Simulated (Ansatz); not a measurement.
# CH5MgO+ (SMILES C[OH+][MgH]): single points off equilibrium

The task here is to estimate one member of a computed series from the others.

The runs use Ansatz 0.2.0, Gaussian basis; single points in def2-TZVPP.

Correlated methods freeze the cores. The outer core shell of Li, Na, Mg and K is correlated.

### Starting geometry

SMILES `C[OH+][MgH]`, 8 atoms, charge 1, spin multiplicity 1.

Atoms are counted from 1 here; the program's logs count them from 0.

Bond lengths: C1–O2 1.457 Å, C1–H4 1.099 Å, C1–H5 1.099 Å, C1–H6 1.086 Å, O2–Mg3 1.935 Å, O2–H7 0.967 Å, Mg3–H8 1.546 Å. Angles: O2–C1–H4 115.1°, O2–C1–H5 108.6°, O2–C1–H6 111.1°, H4–C1–H5 105.7°, H4–C1–H6 109.3°, H5–C1–H6 106.5°, C1–O2–Mg3 114.5°, C1–O2–H7 116.7°, Mg3–O2–H7 128.8°, O2–Mg3–H8 173.2°.

Coordinates:

```xyz
8
CH5MgO
C    -0.6864    0.7631   -0.2991
O     0.6636    0.3403    0.0499
Mg    0.8242   -1.5337    0.5033
H    -0.7707    1.3220   -1.2420
H    -1.3124   -0.1317   -0.4263
H    -1.1353    1.3413    0.5029
H     1.3435    1.0279    0.0645
H     1.0502   -2.9766    1.0097
```

Set-up of the first run:

run/in.yaml reads:

```yaml
crystal:
  periodic: [false, false, false]
  atoms:
    - {symbol: C, position_ang: [-0.686413, 0.763054, -0.299118]}
    - {symbol: O, position_ang: [0.663613, 0.340316, 0.049917]}
    - {symbol: Mg, position_ang: [0.824154, -1.533652, 0.503341]}
    - {symbol: H, position_ang: [-0.770743, 1.321991, -1.242041]}
    - {symbol: H, position_ang: [-1.312377, -0.131727, -0.426269]}
    - {symbol: H, position_ang: [-1.135342, 1.341260, 0.502879]}
    - {symbol: H, position_ang: [1.343511, 1.027857, 0.064483]}
    - {symbol: H, position_ang: [1.050165, -2.976588, 1.009736]}
basis:
  gaussian: {orbitals: def2-TZVPP}
total_charge: 1
hamiltonian: {xc: pbe, dispersion: d4}
output: {forces: true}
```

Started as:

```console
> ansatz run in.yaml --threads 2 --pin off --events-out ev --progress --plain --max-ram 3481MiB
```

Among the steps run: PBE-D4/def2-TZVPP; r2SCAN-D4/def2-TZVPP; PBE0-D4/def2-TZVPP; wB97M-V/def2-TZVPP; CCSD(T)/def2-TZVPP.

One of the session's tables, all rows but one given; the rest of the session is left out.

| method | RMS force component (eV/Å) | angle to CCSD(T) forces (°) |
| --- | --- | --- |
| PBE-D4 | 0.476 | 20.2 |
| r2SCAN-D4 | 0.502 | 5.8 |
| PBE0-D4 | 0.470 | 13.1 |
| wB97M-V | ? | ? |
| CCSD(T) | 0.477 | reference |

Estimate the missing values for wB97M-V.

**Answer.** RMS force component (eV/Å): 0.464; angle to CCSD(T) forces (°): 4.1. In the column «RMS force component (eV/Å)» it is the lowest.
